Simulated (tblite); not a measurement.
A tight-binding relaxation on `N[B]Cl` [radical].

Computed with GFN2-xTB geometry optimisation, gas phase (tblite 0.8.0). Start geometry: from a force field or distance geometry. The input is one job of a driver script: a line of settings, then coordinates in Å.

Command:
```bash
OMP_NUM_THREADS=1 python probes_run.py task.json out
```

Input:
```
{"job": {"kind": "relax", "xc": "GFN2-xTB", "basis": "xTB"}, "charge": 0, "multiplicity": 2}
N     -0.735600    -0.033900     0.335300
B      0.654000    -0.615800     0.327400
Cl     2.104500     0.355000    -0.280700
H     -0.692700     0.925200    -0.106400
H     -1.321500    -0.627600    -0.292700
```

Output:
```
step      E/eV     max force
  0    -262.93832    3.337
  1    -263.20276    2.316
  2    -263.39388    2.118
  3    -263.45237    0.876
  4    -263.51271    0.667
  5    -263.55886    0.996
  6    -263.59454    0.914
  7    -263.63644    0.694
  8    -263.66770    0.711
  9    -263.68828    0.727
... (8 lines left out)
 18    -263.74832    0.025
 19    -263.74833    0.022
 20    -263.74836    0.019
 21    -263.74838    0.016
 22    -263.74840    0.012
 23    -263.74840    0.012
 24    -263.74841    0.014
 25    -263.74842    0.017
 26    -263.74843    0.012
 27    -263.74843    0.004
```

«max force» is the largest atomic force in eV/Å.

**Question.** From which step on does the largest force stay under 0.1 eV/Å, and how much energy is left to gain from there?

**Answer.** From step 17 (0.071 eV/Å), 0.3 meV above the end.

Summary of the converged run: energy lowered by 18.7 kcal/mol over 27 steps; largest atomic force 0.004 eV/Å at the end.

**Question.** Give the final coordinates.

**Answer.** 0.284 Å rms from the input after alignment:
```
atom  x, y, z in Å
N1    -0.5766   -0.0688    0.0011
B2     0.6831   -0.6250    0.0903
Cl3    2.0831    0.3670   -0.0359
H4    -0.7471    0.9212   -0.1395
H5    -1.4339   -0.5916    0.0668
```

On one thread of an Arm Neoverse V2, no GPU, shared host with 192 logical CPUs at a one-minute load of 81, this took under 0.1 s wall.
Labels such as C1 count atoms from 1, the log's own numbers from 0.
